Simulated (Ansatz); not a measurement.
**CHClN (doublet): wave-function methods side by side at distance Cl1–H2 along a hydrogen transfer = 1.941 Å, cc-pVDZ**

An exercise on one series of results from a longer session: the logs are not shown, and one member is left open.

Computed with Ansatz 0.2.0, Gaussian basis. Level: cc-pVDZ, core rule «outside noble gas», up to 7 orbitals frozen.

To be run: UHF; CCSD(T) on ROHF; CCSD(T) on UHF; BCCD(T) on ROHF; CISD; CCSDT(Q) on ROHF; CCSDT(Q) on UHF; CASSCF and MRCISD+Q, 3 electrons in 3 orbitals; CASSCF and NEVPT2, 3 electrons in 3 orbitals.

### What is computed

The geometry derives from fragments relaxed apart (PBE0/def2-TZVP) and kept rigid, so it is no stationary point. A hydrogen atom is moved between rigid fragments.

4 atoms, charge 0, spin multiplicity 2.

Atoms are counted from 1 here; the program's logs count them from 0.

Bond lengths: H2–C4 1.090 Å, N3–C4 1.160 Å. Angles: H2–C4–N3 180.0°.

Set-up of the first run:

The input, in.yaml:

```yaml
crystal:
  periodic: [false, false, false]
  atoms:
    - {symbol: Cl, position_ang: [0.000000, 0.000000, -2.290771]}
    - {symbol: H, position_ang: [0.000000, 0.000000, -0.349771]}
    - {symbol: N, position_ang: [0.000000, 0.000000, 1.900313]}
    - {symbol: C, position_ang: [0.000000, 0.000000, 0.740229]}
basis:
  gaussian: {orbitals: cc-pVDZ}
magnetization: {spin_polarized: true, initial_magnetization: 1}
hamiltonian: {xc: hf}
output: {orbitals: {seedname: orbitals}}
```

Run with:

```
$ ansatz run in.yaml --threads 1 --pin off --events-out ev --progress --plain --max-ram 4096MiB --backend cpu
```

Among the steps run: UHF; CCSD(T) on ROHF; CCSD(T) on UHF; BCCD(T) on ROHF; CISD; CCSDT(Q) on ROHF; CCSDT(Q) on UHF; CASSCF and MRCISD+Q, 3 electrons in 3 orbitals; CASSCF and NEVPT2, 3 electrons in 3 orbitals.

One table of the session follows, with a row left open; its other results are not shown here.

It belongs to the step «Misses and costs». 

| method | from UCCSDT(Q) (meV) |
| --- | --- |
| ROHF | +12099.1 |
| UHF | +11988.4 |
| RMP2 | +1082.1 |
| UMP2 | +1099.5 |
| CISD | +1728.1 |
| RCCSD | +432.8 |
| UCCSD | +430.2 |
| RCCSD(T) | +56.2 |
| UCCSD(T) | +55.7 |
| BCCD(T) | +56.4 |
| RCCSDT | +45.0 |
| UCCSDT | +44.6 |
| RCCSDT(Q) | +1.0 |
| UCCSDT(Q) | 0 |
| CASSCF pair | +11329.7 |
| NEVPT2 pair | +1099.1 |
| MRCISD pair | +1519.5 |
| MRCISD+Q pair | ? |

Q: Estimate the row for MRCISD+Q pair from the others.

As computed: from UCCSDT(Q) (meV): +264.2. In the column «from UCCSDT(Q) (meV)» it lies between BCCD(T) (+56.4) and UCCSD (+430.2).

Limits of these values: Restricted and unrestricted rows rest on different reference determinants; where their highest levels disagree by more than a few hundredths of an eV, they describe different states and don't form one ladder.
